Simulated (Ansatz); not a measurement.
## A ladder of methods for AlH2F (SMILES [H][Al]([H])[F])

AlH2F has 4 atoms, charge 0, and is taken as a singlet. As SMILES, `[H][Al]([H])[F]`. The shape comes from GFN2-xTB, which is rough for such elements, and wasn't checked as a minimum.

```xyz
4

Al    0.0196    0.0327    0.0009
H     1.5469   -0.0179    0.0141
H    -0.7390    1.3588   -0.0194
F    -0.8275   -1.3736    0.0044
```

Quantity: the energy change with the Al1–H2 bond stretched from 1.528 to 3.056 Å, in eV. The values are calculated.

```tsv
level	kind	program	value (eV)	less FCI/STO-3G
HF/STO-3G (restricted)	Hartree–Fock	Ansatz	7.90	+3.05
SVWN5/STO-3G (restricted)	LDA	Ansatz	5.53	+0.68
revPBE/STO-3G (restricted)	GGA	Ansatz	5.25	+0.40
r2SCAN/STO-3G (restricted)	meta-GGA	Ansatz	5.72	+0.87
r2SCAN0/STO-3G (restricted)	hybrid meta-GGA	Ansatz	6.33	+1.48
HSE06/STO-3G (restricted)	range-separated hybrid	Ansatz	6.06	+1.21
MP2/STO-3G (restricted)	perturbation theory	Ansatz	6.26	+1.41
CCSDT(Q)/STO-3G (restricted)	coupled cluster or CI	Ansatz	4.85	0.00
FCI/STO-3G	exact in the basis	Ansatz	4.85	0.00
```

FCI/STO-3G is exact within its basis and frozen core, so for wave-function methods in that basis the difference is their error; functionals converge differently with the basis, so for them it is only a difference. Spin-restricted single references rise too steeply as a bond breaks, Hartree–Fock most of all. Perturbation and coupled-cluster corrections on them can overshoot downwards. The first shape isn't each level's own minimum. The values span 4.85 to 7.90 eV. All rows use very small basis sets, so even the best lies far from the true value.
